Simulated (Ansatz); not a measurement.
**C2H6N radical (SMILES [CH2]NC): a rigid scan of the dihedral angle H4–C1–N2–C3**

Aim: the energy along the dihedral angle H4–C1–N2–C3, from CCSD(T) and from cheaper methods, relative to the minimum. No other atom is relaxed.

The runs use Ansatz 0.2.0, Gaussian basis; single points in def2-TZVPP.

Levels: PBE-D4, r2SCAN-D4, PBE0-D4, B3LYP-D4, wB97M-V, Hartree-Fock, MP2, CCSD, CCSD(T). The scan takes 62.6, 102.6, 142.6, -177.4, -137.4, -97.4, -57.4, -17.4, 22.6°.

Correlated methods freeze the cores. Orbitals are unrestricted. B3LYP uses VWN-RPA correlation.

28 further runs of the same task are left out: 28 set aside as unsound or not needed.

**1. The system as given**

The minimum, relaxed at PBE0-D4: SMILES `[CH2]NC`, 9 atoms, charge 0, spin multiplicity 2.

Atoms are counted from 1 here; the program's logs count them from 0.

Bond lengths: C1–N2 1.377 Å, C1–H4 1.083 Å, C1–H5 1.082 Å, N2–C3 1.440 Å, N2–H6 1.008 Å, C3–H7 1.093 Å, C3–H8 1.099 Å, C3–H9 1.091 Å. Angles: N2–C1–H4 116.7°, N2–C1–H5 117.1°, H4–C1–H5 119.0°, C1–N2–C3 118.9°, C1–N2–H6 114.6°, C3–N2–H6 114.1°, N2–C3–H7 109.2°, N2–C3–H8 113.2°, N2–C3–H9 109.9°, H7–C3–H8 107.8°, H7–C3–H9 107.8°, H8–C3–H9 108.8°.

Geometry (Å):

```xyz
9
C2H6N
C    -0.5103    0.6893   -1.0446
N    -0.2137    0.4673    0.2817
C     0.4816   -0.7398    0.6473
H    -0.7769   -0.1783   -1.6348
H    -0.9415    1.6482   -1.2984
H     0.0890    1.2852    0.7867
H    -0.0766   -1.6030    0.2757
H     1.4992   -0.7942    0.2353
H     0.5376   -0.8210    1.7340
```

Energies of the minimum (eV), from earlier single points: PBE-D4 -3656.77556, r2SCAN-D4 -3659.38139, PBE0-D4 -3657.23029, B3LYP-D4 -3662.00715, wB97M-V -3659.52009, CCSD(T) -3653.74256.

At the minimum the dihedral angle H4–C1–N2–C3 is 36.2°.

**2. H4–C1–N2–C3 = 62.6°**

Input file ccsdt-tzvpp/in.yaml:

```yaml
crystal:
  periodic: [false, false, false]
  atoms:
    - {symbol: C, position_ang: [-0.510309, 0.689338, -1.044576]}
    - {symbol: N, position_ang: [-0.213680, 0.467305, 0.281679]}
    - {symbol: C, position_ang: [0.916033, -0.362139, 0.613390]}
    - {symbol: H, position_ang: [-0.776878, -0.178325, -1.634831]}
    - {symbol: H, position_ang: [-0.941465, 1.648210, -1.298373]}
    - {symbol: H, position_ang: [-0.320342, 1.273901, 0.876379]}
    - {symbol: H, position_ang: [0.805596, -1.332961, 0.123606]}
    - {symbol: H, position_ang: [1.876302, 0.068044, 0.295285]}
    - {symbol: H, position_ang: [0.947109, -0.533114, 1.690562]}
basis:
  gaussian: {orbitals: def2-TZVPP}
magnetization: {spin_polarized: true, initial_magnetization: 1}
correlation: {method: ccsd_t}
scf: {omitted_lower_state_checks: [cluster_reference]}
```

No record of the launch command was kept for these runs.

After this run come: H4–C1–N2–C3 = 102.6°; H4–C1–N2–C3 = 142.6°; H4–C1–N2–C3 = -177.4°; H4–C1–N2–C3 = -137.4°; H4–C1–N2–C3 = -97.4°; H4–C1–N2–C3 = -57.4°; H4–C1–N2–C3 = -17.4°; H4–C1–N2–C3 = 22.6°.

Before running it: what results should come out? Wanted: highest point, CCSD(T); lowest point, CCSD(T); RMS deviation from CCSD(T); largest T1 diagnostic.

**Answer**, as computed:

| quantity | value |
| --- | --- |
| highest point, CCSD(T) | 13.7 kcal/mol at -57.4° |
| lowest point, CCSD(T) | 0.0 kcal/mol at 36.2° |
| RMS deviation from CCSD(T) | PBE-D4 0.7, r2SCAN-D4 0.1, PBE0-D4 0.1, B3LYP-D4 0.3, wB97M-V 0.3, Hartree-Fock 2.5, MP2 0.2, CCSD 0.4 kcal/mol |
| largest T1 diagnostic | 0.018 |

In words: Over the points sampled the torsion costs at most 13.7 kcal/mol, enough to slow or lock the rotation at room temperature. A rigid scan overstates barriers, since nothing else may give way. Best along the scan: PBE0-D4. Worst: Hartree-Fock.
